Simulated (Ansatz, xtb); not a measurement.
Relative energy of two isomers of CH2P2

Structure a: `C1P=P1`, a singlet. Structure b: `C1=PP1`, a singlet. Both are isolated molecules in the gas phase, relaxed with PBE0-D3(BJ)/def2-SVP.

Energies in hartree; the thermal terms are from PBE0-D3(BJ)/def2-SVP harmonic frequencies (ideal gas, rigid rotor, one conformer each, 298.15 K, 1 atm) and include the zero-point energy:

```
                                a           b
E, CCSD(T)/def2-TZVPP  −721.011740  −720.989036
    zero-point energy     0.028618     0.025244
         H(298 K) − E     0.032950     0.029754
         G(298 K) − E     0.003119    −0.000998
```

**Question.** Work out ΔE, ΔE₀, ΔH and ΔG for a → b in kJ/mol (1 Eh = 2625.50 kJ/mol) and the equilibrium ratio [b]/[a].

**Answer.** 1. ΔE = −720.989036 − (−721.011740) = +0.022704 Eh = +59.61 kJ/mol.
2. ΔE₀ = ΔE + ΔZPE = +0.022704 + (−0.003374) Eh = +50.75 kJ/mol.
3. ΔH = ΔE + (−0.003196) Eh = +51.22 kJ/mol.
4. ΔG = ΔE + (−0.004117) Eh = +48.80 kJ/mol, so ΔS = (ΔH − ΔG)/T = +8.1 J/(mol K).
5. kT = 0.9442 mEh, so K = [b]/[a] = exp(−ΔG/kT) = exp(−19.69) ≈ 2.8 × 10^−9.

Structure a is favoured at this temperature. An error of 4 kJ/mol in ΔG would change K by a factor of 5. Mirror images and further conformers aren't counted.

As drawn, b has 1 C=P, 1 P–P, 1 P–H in place of 1 C–P, 1 P=P, 1 C–H.

Other levels gave ΔE = +61.4 (GFN2-xTB); +69.4 (HF/STO-3G, GFN2-xTB geometries); +65.1 (r2SCAN-D4/def2-SVP, GFN2-xTB geometries); +62.6 (PBE0-D3(BJ)/def2-SVP); +47.3 (HF/def2-TZVPP); +63.8 (MP2/def2-TZVPP) kJ/mol. The correlated steps freeze 11 core orbitals. Programs: Ansatz 0.2.0, xtb 6.7.1.
